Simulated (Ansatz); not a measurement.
**Al2 (triplet): the correlation ladder at distance Al1–Al2 = 6.718 Å, cc-pVDZ**

The task here is to estimate one member of a computed series from the others.

Program: Ansatz 0.2.0, Gaussian basis. Level of theory: cc-pVDZ, core rule «outside noble gas», up to 10 orbitals frozen. These are calculated values, not measurements.

The runs, in order: UHF; CCSD(T) on ROHF; CCSD(T) on UHF; BCCD(T) on ROHF; CISD; CCSDT(Q) on ROHF; CCSDT(Q) on UHF; CISDTQ; CASSCF and MRCISD+Q, 4 electrons in 4 orbitals; CASSCF and NEVPT2, 4 electrons in 4 orbitals; CASSCF and MRCISD+Q, 6 electrons in 8 orbitals; CASSCF and NEVPT2, 6 electrons in 8 orbitals; Full CI.

22 further runs of the same task are left out: 13 that didn't finish, 9 set aside as unsound or not needed.

## What is computed

The geometry derives from a PBE0/def2-TZVP stationary point (not a proven minimum). One bond is set to the value named and the two fragments are kept rigid.

2 atoms, charge 0, spin multiplicity 3.

Atoms are counted from 1 here; the program's logs count them from 0.

No contacts short enough for the rule that draws bonds.

The first run:

in.yaml

```yaml
crystal:
  periodic: [false, false, false]
  atoms:
    - {symbol: Al, position_ang: [0.000000, 0.000000, 0.000000]}
    - {symbol: Al, position_ang: [0.000000, 0.000000, 6.718000]}
basis:
  gaussian: {orbitals: cc-pVDZ}
magnetization: {spin_polarized: true, initial_magnetization: 2}
hamiltonian: {xc: hf}
output: {orbitals: {seedname: orbitals}}
```

Command:

```bash
$ ansatz run in.yaml --threads 1 --pin off --events-out ev --progress --plain --max-ram 2393MiB
```

Among the steps run: UHF; CCSD(T) on ROHF; CCSD(T) on UHF; BCCD(T) on ROHF; CISD; CCSDT(Q) on ROHF; CCSDT(Q) on UHF; CISDTQ; CASSCF and MRCISD+Q, 4 electrons in 4 orbitals; CASSCF and NEVPT2, 4 electrons in 4 orbitals; CASSCF and MRCISD+Q, 6 electrons in 8 orbitals; CASSCF and NEVPT2, 6 electrons in 8 orbitals; Full CI.

One of the session's tables, all rows but one given; the rest of the session is left out.

```
   method  from FCI (meV)
     ROHF         +2809.4
      UHF         +2626.1
     RMP2          +967.8
     UMP2          +960.5
     CISD          +238.1
    RCCSD           +71.4
    UCCSD           +63.2
 RCCSD(T)           +27.4
 UCCSD(T)           +25.7
  BCCD(T)           +27.1
   RCCSDT            +5.7
   UCCSDT               ?
   CISDTQ           +11.8
RCCSDT(Q)            +5.4
UCCSDT(Q)            +5.5
      FCI               0
```

Estimate the missing values for UCCSDT.

**Answer.** from FCI (meV): +5.8. In the column «from FCI (meV)» it lies between RCCSDT (+5.7) and CISDTQ (+11.8).

Left out of the table: CASSCF pair, NEVPT2 pair, MRCISD pair, MRCISD+Q pair, CASSCF valence, NEVPT2 valence, MRCISD valence, MRCISD+Q valence (the active space lost an orbital or holds another state than full CI finds).

Caveats from the session: Levels on UHF freeze UHF's core orbitals, full CI those of ROHF, so the U rows can settle a little off it for that reason alone. Restricted and unrestricted rows rest on different reference determinants; where their highest levels disagree by more than a few hundredths of an eV, they describe different states and don't form one ladder. Warnings in the runs' records: passed over end.
